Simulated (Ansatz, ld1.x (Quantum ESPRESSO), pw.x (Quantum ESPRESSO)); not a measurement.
# What a changed setting does to a pw.x run (sc P)

Potential: norm-conserving Troullier–Martins (Kleinman–Bylander form), ld1.x (Quantum ESPRESSO) 7.5, PBEsol; core [Ne], reference 3s2 3p2.5; waves: 3s (bound): rc 1.40 bohr; 3p (bound): rc 2.00 bohr; 3d channel at 0.5 Ry: rc 1.50 bohr; local part: all-electron potential smoothed inside 1.80 bohr (lloc = -1); core correction: none.

The reference run (k-mesh 13³, cutoffs 60/240 Ry, Fermi–Dirac 0.01 Ry, mixing_beta 0.4, conv_thr 1e-9, no spin) gives -0.24 GPa at 14.206 Å³/atom, where all-electron LAPW gives 0.21 GPa. This run, with its own iteration cap, changes k-mesh points per axis to 3.

```
&control
  calculation='scf', prefix='x', pseudo_dir='./', outdir='./tmp', tstress=.true., disk_io='none'
/
&system
  ibrav=0, nat=1, ntyp=1, ecutwfc=60, ecutrho=240, nbnd=9,
  occupations='smearing', smearing='fd', degauss=0.01
/
&electrons
  conv_thr=1e-09, mixing_beta=0.4, electron_maxstep=60
/
ATOMIC_SPECIES
P 1.0 P.UPF
CELL_PARAMETERS angstrom
  2.42190593 0.00000000 0.00000000
  0.00000000 2.42190593 0.00000000
  0.00000000 0.00000000 2.42190593
ATOMIC_POSITIONS crystal
P 0.0000 0.0000 0.0000
K_POINTS automatic
3 3 3 0 0 0
```

```bash
pw.x < P.scf.in > P.scf.out
```

Question: How does the run end?

Answer: It converges in 7 iterations; the free energy moves by +195.8 meV/atom and the pressure by -3.94 GPa.

```
Message from routine setup:
     using ibrav=0 with symmetry is DISCOURAGED, use correct ibrav instead
     lattice parameter (alat)  =       4.5767  a.u.
     unit-cell volume          =      95.8668 (a.u.)^3
     number of electrons       =         5.00
     number of Kohn-Sham states=            9
     kinetic-energy cutoff     =      60.0000  Ry
     charge density cutoff     =     240.0000  Ry
     scf convergence threshold =      1.0E-09
     Exchange-correlation= PBESOL
     number of k points=     4  Fermi-Dirac smearing, width (Ry)=  0.0100
     iteration #  1     ecut=    60.00 Ry     beta= 0.40
     total energy              =     -13.19438664 Ry
     estimated scf accuracy    <       0.01404351 Ry
     iteration #  2     ecut=    60.00 Ry     beta= 0.40
     total energy              =     -13.19329783 Ry
     estimated scf accuracy    <       0.00385822 Ry
     iteration #  3     ecut=    60.00 Ry     beta= 0.40
     total energy              =     -13.19354388 Ry
     estimated scf accuracy    <       0.00005132 Ry
     iteration #  4     ecut=    60.00 Ry     beta= 0.40
     total energy              =     -13.19354760 Ry
     estimated scf accuracy    <       0.00000016 Ry
     iteration #  5     ecut=    60.00 Ry     beta= 0.40
     total energy              =     -13.19354775 Ry
     estimated scf accuracy    <          4.0E-09 Ry
     iteration #  6     ecut=    60.00 Ry     beta= 0.40
     total energy              =     -13.19354775 Ry
     estimated scf accuracy    <          3.6E-09 Ry
     iteration #  7     ecut=    60.00 Ry     beta= 0.40
     the Fermi energy is     9.2400 ev
!    total energy              =     -13.19354775 Ry
     estimated scf accuracy    <          2.0E-11 Ry
     smearing contrib. (-TS)   =      -0.00782973 Ry
     The total energy is F=E-TS. E is the sum of the following terms:
     one-electron contribution =       5.34158059 Ry
     hartree contribution      =       0.38457230 Ry
     xc contribution           =      -3.41340389 Ry
     ewald contribution        =     -15.49846702 Ry
     convergence has been achieved in   7 iterations
          total   stress  (Ry/bohr**3)                   (kbar)     P=      -41.76
     Message from routine punch:
     Nothing written, as per user request (disk_io='none')
```

The run took about 2.1 s on one core of a shared server CPU.
